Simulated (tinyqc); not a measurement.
Worked calculation: extended Hueckel theory, for HF. Computed by tinyqc, a small Python program that keeps every step (integrals from PySCF). Settings: charge = 0, K = 1.75, weighted = 1, multiplicity = 1. Command: `OMP_NUM_THREADS=1 python tinyqc.py 23211 23212 out.jsonl` (the two numbers bound the seeds that draw the settings). One thread of a shared host (Intel(R) Xeon(R) Processor @ 2.60GHz), about 0.01 s of CPU time with the checks.

## Overlaps

Geometry (angstrom):
```
atom         x         y         z
F     0.000000  0.000000  0.000000
H     0.000000  0.000000  0.944000
```

Parameters chosen for this run:
```
element  shell  Slater exponent   H_ii (eV)
H           1s         1.300000  -13.600000
F           2s         2.425000  -40.000000
F           2p         2.425000  -18.100000
```

Slater orbitals, each expanded in six Gaussians scaled to its exponent.

overlap S:
```
           1F 2s    1F 2px    1F 2py    1F 2pz     2H 1s
1F 2s   1.000000  0.000000  0.000000  0.000000  0.444653
1F 2px  0.000000  1.000000  0.000000  0.000000  0.000000
1F 2py  0.000000  0.000000  1.000000  0.000000  0.000000
1F 2pz  0.000000  0.000000  0.000000  1.000000  0.368186
2H 1s   0.444653  0.000000  0.000000  0.368186  1.000000
```

## Wolfsberg-Helmholz matrix

diagonal H_ii (eV): 1F 2s -40.000000, 1F 2px -18.100000, 1F 2py -18.100000, 1F 2pz -18.100000, 2H 1s -13.600000

K = 1.750000

H_ij = K' S_ij (H_ii + H_jj)/2 for i != j (the diagonal keeps H_ii), with K' = K + D^2 + D^4 (1 - K), D = (H_ii - H_jj)/(H_ii + H_jj), K = 1.75.

H (eV):
```
             1F 2s      1F 2px      1F 2py      1F 2pz       2H 1s
1F 2s   -40.000000    0.000000    0.000000    0.000000  -23.219174
1F 2px    0.000000  -18.100000    0.000000    0.000000    0.000000
1F 2py    0.000000    0.000000  -18.100000    0.000000    0.000000
1F 2pz    0.000000    0.000000    0.000000  -18.100000  -10.328388
2H 1s   -23.219174    0.000000    0.000000  -10.328388  -13.600000
```

## Orbitals

valence electrons = 8

Solve H C = S C e through S^(-1/2); fill by pairs from the bottom, a degenerate level sharing its electrons equally; each orbital has its largest coefficient positive (the first on a tie).

orbital energies (eV): -40.951937  -18.835891  -18.100000  -18.100000  8.125575

occupations: 2.000000  2.000000  2.000000  2.000000  0.000000

coefficients:
```
              MO1        MO2       MO3        MO4        MO5
1F 2s    0.912444  -0.138820  0.000000   0.000000  -0.666877
1F 2px   0.000000   0.000000  0.000923   1.000000   0.000000
1F 2py   0.000000   0.000000  1.000000  -0.000923   0.000000
1F 2pz  -0.036035   0.912670  0.000000   0.000000  -0.607502
2H 1s    0.173380   0.197929  0.000000   0.000000   1.196093
```

sum of one-electron energies = -191.975656 eV

Within a degenerate level the vectors are fixed only up to a rotation; this is one choice.

## Mulliken analysis

P = C n C^T; charge = valence electrons (H 1, F 7) minus the sum of (P S)_ii on the atom; overlap population = 2 sum P_ij S_ij between two atoms.

charges: 1F -0.616854, 2H 0.616854

Overlap populations:
```
pair     value
2-1   0.489346
```
